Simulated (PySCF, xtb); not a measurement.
CH, SMILES [CH] (connectivity only; charge and spin as stated), charge +1, multiplicity 1.

Harmonic wavenumbers (cm⁻¹) from xtb with GFN2-xTB at its own minimum, in rising order: 2036.

### Question
What does PySCF with PBE-D3(BJ)/def2-TZVPD give at its own minimum? (The exact figures need the calculation; the answer reports its results.)

### Answer
2679. Paired by order, the mean absolute difference is 643 cm⁻¹ and the zero-point energies are 2.9 and 3.8 kcal/mol.
